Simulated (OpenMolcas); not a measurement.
## Potential curves of Cl₂⁻: spin–orbit levels

Computed with OpenMolcas 26.06: state-averaged CASSCF(11,6) over Cl 3p, Cl 3p, XMS-CASPT2 (IPEA 0.25, imaginary shift 0.2 hartree), scalar X2C, ANO-RCC-VTZP, then RASSI spin–orbit state interaction with atomic mean-field integrals. C2 symmetry about the axis (a holds Σ, Δ, Γ; b holds Π, Φ, H; Σ⁺ and Σ⁻ are not told apart); roots by multiplicity and irrep: 2a 2.

XMS-CASPT2 energies with spin–orbit state interaction in eV from the lowest point. Curves are followed by energy order within each symmetry, so they are adiabatic and may change character at avoided crossings and where g and u states cross.

```tsv
R (Å)	(1)Ω=1/2	(2)Ω=1/2
2.267	0.308	5.828
2.399	0.076	4.715
2.517	0.000	3.956
2.636	0.004	3.372
2.768	0.066	2.881
2.900	0.161	2.514
3.084	0.316	2.148
3.321	0.515	1.845
3.690	0.773	1.586
4.218	1.019	1.423
5.008	1.202	1.346
6.063	1.293	1.329
```

Question: With masses 34.969 and 34.969 u, fit the curves (1)Ω=1/2 near their minima.

Answer: At XMS-CASPT2 with spin–orbit state interaction, Te from the lowest curve (the fit fixes ωe to a per cent or two; the method's Re and ωe can be off by some per cent):

```csv
curve,Te (cm⁻¹),Re (Å),ωe (cm⁻¹)
(1)Ω=1/2,0,2.567,268.5
```

g and u states are not told apart. Only roots inside an energy window near the equilibrium distance were included, so the list of states is not complete; labels number the states computed. Each spin and symmetry block has orbitals of its own, averaged over its own roots, so gaps between blocks are less sure than gaps within one and near the minimum can be off by tenths of an eV, in bad cases by more. No Rydberg orbitals are active, so Rydberg states, and σ→σ* states whose orbital the CASSCF left unused, can be missing between those listed. For an anion, states above the electron-detachment threshold (often below 1 to 3 eV) are held by the basis set and are not bound levels. At stretched bonds a block can hold a wrong CASSCF solution and miss its lowest state; points past a visible jump are left out. No roots were computed in block 2b (none fell in the window or the block failed), so states of that kind are missing and can lie low or lowest. Points that failed a check (symmetry, reference weights, a jump) are left out.
